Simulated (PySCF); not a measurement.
Structure with atom numbers: `[F:1][SiH2:2][F:3]`. Hydrogens are named by the atom that carries them.

Geometry: PBE0-D3(BJ)/def2-SVP; GIAO shifts from PySCF 2.14, gas phase, non-relativistic, averaged over equivalent atoms.

At PBE0/pcSseg-0 (35 basis functions, 1 s wall time on 1 thread of an Arm Neoverse V2, shared host):
```
 atoms  δ (ppm)
 F1/F3   -185.3
   Si2     -0.6
H(Si2)     6.05
```

Shifts are taken against calculated references (same method and geometry level): $^{19}$F (178.37 ppm) against CFCl3; TMS for $^{29}$Si (348.52 ppm), $^{1}$H (32.83 ppm).

Problem. Predict the values at PBE0/cc-pVTZ on the same geometry.

Solution. 
| atoms | δ at PBE0/cc-pVTZ | change |
| --- | --- | --- |
| F1/F3 | -147.0 | +38.3 |
| Si2 | -14.5 | -13.9 |
| H(Si2) | 5.10 | -0.95 |

References, each an isolated molecule treated in the same way: $^{19}$F (σref 182.60) vs CFCl3; $^{29}$Si (σref 360.00), $^{1}$H (σref 31.29) vs TMS.

The largest change is at F1/F3 (fluorine bonded to Si). Cost: 122 basis functions, 3.4 s wall time on 1 thread of an Arm Neoverse V2, shared host.

Unscaled 19F shifts against computed CFCl3 carry errors that often reach 10 to 50 ppm.
